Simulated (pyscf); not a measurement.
PySCF, gas phase, ωB97X-D3(BJ)/def2-SVP geometries.

Question: What is the homolytic dissociation enthalpy (298 K, ωB97M-D3(BJ)/def2-TZVP) of the Cl–Hf bond of HO–Hf(OH)(F)–Cl, to [HO–Hf(OH)–F]• + Cl•?

Answer: Cl–Hf to [HO–Hf(OH)–F]• + Cl•: 5.29 eV. The 7 functionals that were run give +5.13 (M06-2X) to +5.59 eV (ωB97X-D3(BJ)). The radicals are drawn with the spin at the cut bond; how far it spreads was not checked. Other isomers of [HO–Hf(OH)–F]• were not searched in full and may lie lower. Left out: the spin-orbit lowering of Cl. Open-shell species with a d-block atom are single-reference here; other states, and whether the spin sits on metal or ligand, were not checked. Elements past Kr carry the def2 core potentials, without spin-orbit coupling.
